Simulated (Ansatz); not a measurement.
## Ansatz (development build ahead of 0.2.0) run

```yaml
crystal:
  periodic: [false, false, false]
  atoms:
    - { symbol: Cl, position_ang: [0.0, 0.0, -2.36842] }
    - { symbol: Mg, position_ang: [0.0, 0.0, 0.0] }
    - { symbol: Cl, position_ang: [0.0, 0.0, 2.36842] }
basis:
  gaussian: { orbitals: def2-TZVP }
hamiltonian:
  xc: hf
correlation:
  method: mp2
  frozen_orbitals: { Cl: 5, Mg: 1 }
```

The input is written out in the form of the current development build from the run's settings.

Output:

- Converged: yes
- Reference energy: -1118.78514 hartree
- Correlation energy: -0.56040 hartree
- Total energy: -1119.34553 hartree
- Spin squared of the determinant: 0.000
